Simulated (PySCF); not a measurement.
# C₄H₄O: geometry, NMR shifts, spin-spin couplings, electronic excitations and core binding energies

Wanted: the NMR shifts, spin-spin couplings, electronic excitations and core binding energies of C₄H₄O (`C=CC=C=O`), by calculation.

Programs: PySCF 2.14.0, with density-fitted response routines of our own. Each step states its level of theory. These are calculated values for one molecule in the gas phase, unless marked as measured. Atoms count from 0, in the outputs and in this text.

### 1 Starting geometry

9 atoms, charge 0, multiplicity 1; geometry from: GFN2-xTB.

Bonds of the start (Å): C0–C1 1.33, C1–C2 1.45, C2–C3 1.30, C3–O4 1.16, C0–H5 1.08, C0–H6 1.08, C1–H7 1.08, C2–H8 1.08.

### 2 Optimising the geometry at PBE0-D3(BJ)/def2-SVP

Job settings and geometry (Å):

```
{"job": {"xc": "PBE0", "basis": "def2-SVP", "d3": "d3bj", "grid": 1, "kind": "geom"}, "charge": 0, "multiplicity": 1}
C     -1.617618     0.096549    -0.172357
C     -0.322407     0.297299    -0.384615
C      0.724969    -0.311606     0.413205
C      1.995935    -0.124513     0.213188
O      3.132369     0.041824     0.035870
H     -2.365066     0.566429    -0.786263
H     -1.973396    -0.541736     0.618995
H      0.010400     0.942491    -1.185767
H      0.428375    -0.960741     1.222564
```

**Question.** This job is followed by: GIAO PBE0/pcSseg-1 NMR shielding, non-relativistic, gas phase; B3LYP/pcJ-1 indirect spin-spin coupling, non-relativistic, gas phase; TDDFT CAM-B3LYP/def2-SVPD, vertical, gas phase, core orbitals frozen in the response; GIAO WP04/pcSseg-2 NMR shielding, non-relativistic, gas phase; delta-SCF UKS SCAN, pcX-2 on the ionised atom, pcseg-1 elsewhere, spin-free X2C. What will the session give for the following? point group; rotational constants (main isotopes); 13C shifts against TMS (PBE0/pcSseg-1); 1H shifts against TMS (PBE0/pcSseg-1); 17O shifts against H2O (PBE0/pcSseg-1); largest coupling of the table (B3LYP/pcJ-1); lowest singlet (CAM-B3LYP/def2-SVPD); brightest single state of those computed; lowest triplet; vertical ionisation energy (ΔSCF); vertical electron affinity (ΔSCF); C1s binding energies, SCAN/pcX-2 (standing for 2 of 4 atoms); O1s binding energies, SCAN/pcX-2; range of the shift of O4.

**Answer**, as computed:

| quantity | value |
| --- | --- |
| point group | Cs |
| rotational constants (main isotopes) | 41.07, 2.36, 2.23 GHz |
| 13C shifts against TMS (PBE0/pcSseg-1) | 208.6, 129.5, 114.5, 30.2 ppm |
| 1H shifts against TMS (PBE0/pcSseg-1) | 5.99, 5.18, 4.87, 4.15 ppm |
| 17O shifts against H2O (PBE0/pcSseg-1) | 407.8 ppm |
| largest coupling of the table (B3LYP/pcJ-1) | 1J(C,H) C2–H8, 177.1 Hz |
| lowest singlet (CAM-B3LYP/def2-SVPD) | 3.33 eV (372 nm), f = 0.000 |
| brightest single state of those computed | state 3, 5.91 eV, f = 0.593 |
| lowest triplet | 3.02 eV |
| vertical ionisation energy (ΔSCF) | 8.54 eV |
| vertical electron affinity (ΔSCF) | -0.71 eV (unbound: the value hangs on the basis) |
| C1s binding energies, SCAN/pcX-2 (standing for 2 of 4 atoms) | C2 291.24, C0 289.87 eV |
| O1s binding energies, SCAN/pcX-2 | O4 539.87 eV |
| range of the shift of O4 | 390.5 to 407.8 ppm |

The optimisation took 4 steps and gained 0.051 eV; among the close pairs (by a distance rule), C2–C3 changed most, from 1.300 to 1.325 Å. The most deshielded hydrogen is H7 (hydrogen on an alkene CH), at 5.99 ppm: a vinylic proton, deshielded by the sp2 carbon and the C=C anisotropy. At PBE0/pcSseg-1: Shielding is most anisotropic at O4 (span 359 ppm, paramagnetic term -474 ppm). In the run at B3LYP/pcJ-1, the largest coupling of the table is C2–H8, 177.1 Hz, of which the Fermi-contact term gives 174.6 Hz. Couplings across rotatable bonds belong to this one conformer; where others are populated, the observed values are averages. The first singlet state (HOMO→LUMO 0.93) lies at 3.33 eV and is dark; of the 10 states computed, the strongest absorption comes from state 3 at 5.91 eV. The lowest triplet lies 0.31 eV below the lowest singlet (triplets in Tamm-Dancoff, singlets in full TDDFT). At CAM-B3LYP/def2-SVPD, the highest states lie near or above the ionisation energy, where they hang on the basis. ΔSCF puts the ionisation energy at 8.54 eV, 0.93 eV above −ε(HOMO). C2 (terminal carbon of a ketene) binds its C1s electron 1.37 eV more tightly than C0 (terminal =CH2 carbon). Only 2 of the 4 C atoms are covered by sound results. Across the 2 runs the shift of O4 moves most, between 390.5 (WP04/pcSseg-2) and 407.8 ppm (PBE0/pcSseg-1). Most of that comes from the computed reference, not from the atom's own shielding.
